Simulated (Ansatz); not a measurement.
`C=CC(=S)OC` → `[CH2]` (triplet) + `C=CC(O)=S` at 700 K and 1 bar (formal loss of a carbene).

Gas-phase electronic energies from Ansatz, PBE0-D4/def2-TZVP geometries. CCSD(T)/CBS is the MP2 limit (def2-TZVPP, def2-QZVPP) plus CCSD(T) − MP2 in def2-TZVPP, frozen cores. This one scheme is used for every species. Triplets are unrestricted, without spin–orbit coupling. Each species was taken in one conformer, which may not be the lowest.

```csv
species,CCSD(T)/CBS energy (Eh),H − E (kJ/mol),S (J/(mol·K))
`C=CC(=S)OC`,-628.72812,324.5,463.0
`[CH2]` (triplet),-39.09499,70.4,226.8
`C=CC(O)=S`,-589.48279,234.1,404.6
```

H − E and S are ideal-gas, rigid-rotor, harmonic terms from PBE0-D4/def2-TZVP, for one conformer and one mirror image of each species, with the whole ground term of open shells counted as degenerate. 1 Eh = 2625.50 kJ/mol, R = 8.31446 J/(mol·K).

By hand: ΔE, ΔH, ΔS and ΔG.

ΔE = (-39.09499) + (-589.48279) − (-628.72812) = 0.15034 Eh = 394.7 kJ/mol. Δ(H − E) = 70.4 + 234.1 − 324.5 = -20.0, so ΔH = 374.7 kJ/mol. ΔS = 226.8 + 404.6 − 463.0 = 168.4 J/(mol·K). ΔG = 374.7 − 700 × (168.4)/1000 = 256.8 kJ/mol.

By hand: the equilibrium constant, and the temperature at which ΔG would vanish if ΔH and ΔS stayed fixed.

log₁₀ K = −ΔG/(RT ln 10) = -19.2. ΔG = 0 at ΔH/ΔS = 2225 K.

The number of gas molecules changes by +1, which sets the sign of ΔS. A doubt of 5 kJ/mol in ΔE shifts log₁₀ K by 0.4 here. Other conformers and mirror images would add mixing entropy, several J/(mol·K) or more a flexible species. A triplet takes part, so the spin changes. These are equilibria of isolated gas molecules and say nothing of rates. Largest T1 diagnostic: 0.018 (customary marks: 0.02 for closed shells, 0.045 for open ones).
